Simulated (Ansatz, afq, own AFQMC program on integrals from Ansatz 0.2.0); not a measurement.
# Where AFQMC and coupled cluster stand for CH₄Si, singlet

```json
{"atom": "Si", "x (Å)": "0.0000", "y (Å)": "0.0000", "z (Å)": "0.5855"}
{"atom": "C", "x (Å)": "0.0000", "y (Å)": "0.0000", "z (Å)": "-1.2916"}
{"atom": "H", "x (Å)": "0.0000", "y (Å)": "1.3751", "z (Å)": "1.4670"}
{"atom": "H", "x (Å)": "0.0000", "y (Å)": "-1.3751", "z (Å)": "1.4670"}
{"atom": "H", "x (Å)": "0.0000", "y (Å)": "1.0138", "z (Å)": "-1.9291"}
{"atom": "H", "x (Å)": "0.0000", "y (Å)": "-1.0138", "z (Å)": "-1.9291"}
```

Connectivity, by distances: SiH2–CH2.

Basis 6-31G. Noble-gas cores (and the filled d shells of Ga–Kr and In–Xe) are frozen. Ansatz 0.2.0 and our own AFQMC program on the same integrals; the CISD trial comes from CCSD amplitudes, and released means the phaseless constraint is let go. Uncertainties: one standard error, sampling alone.

Determinant: RHF, the one that the program's search chose, which needn't be the lowest solution. The geometry is a point of a scan.

No full CI on the walks' own integrals is used here; CCSDT(Q) serves as the reference and is uncertain by about the last step of the cluster series.

Cautions: higher spins were not checked; restricted determinant unstable towards unrestricted (UHF 494 meV lower, ⟨S²⟩ 0.67).

```
T1 diagnostic                               : 0.0140
weight of the determinant in the CISD state : 0.842
size of the correlated space                : 12 electrons in 24 orbitals
```

Reference: CCSDT(Q), correlation energy -5.804 eV. The released energy is read at 2.40 1/Eh (meV from the phaseless value at times in 1/Eh: -12 ± 11 at 0.24, -20 ± 10 at 0.51, -19 ± 10 at 0.99, -20 ± 8 at 1.62, -31 ± 10 at 2.40).

```csv
level,E − E(reference) (kJ/mol),share of correlation (%)
HF,560.0,0.00
MP2,109.1,80.52
CCSD,21.4,96.19
CCSD(T),2.9,99.47
CCSDT,1.7,99.70
ph-AFQMC/HF,9.3 ± 4.2,98.34
ph-AFQMC/CISD,2.9 ± 1.5,99.49
released AFQMC,-0.1 ± 1.0,100.03
```

A walk keeps the symmetry of its determinant, which the program's search chose and which needn't be the lowest solution, so a lower state of the same spin and another symmetry isn't excluded. Released energies are given only where the last usable release times agree within the noise; a slower fall can still hide under it.
